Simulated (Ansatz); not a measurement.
A run of Ansatz (development build ahead of 0.2.0) on singlet CO2 at this shape:

| atom | x (Å) | y (Å) | z (Å) |
| --- | --- | --- | --- |
| C | 0.0000 | 0.0000 | 0.0000 |
| O | 0.0000 | 0.0000 | 2.9000 |
| O | 0.0000 | 0.0000 | -2.9000 |

Its results:

```yaml
Converged: yes
Total_energy: -187.83022 hartree
Spin_squared_of_the_determinant: 2.545
Stability_test: minimum
```

(1) Which input gives this output? Name the method, the orbitals and the basis set, and write the input.

Answers

(1) PBE (unrestricted) in pcseg-2.

```yaml
crystal:
  periodic: [false, false, false]
  atoms:
    - { symbol: C, position_ang: [0.0, 0.0, 0.0] }
    - { symbol: O, position_ang: [0.0, 0.0, 2.9] }
    - { symbol: O, position_ang: [0.0, 0.0, -2.9] }
basis:
  gaussian: { orbitals: pcseg-2 }
magnetization:
  spin_polarized: true
hamiltonian:
  xc: pbe
```

Caution: charge can spread falsely over distant fragments; the unrestricted determinant is a mixture of spin states.
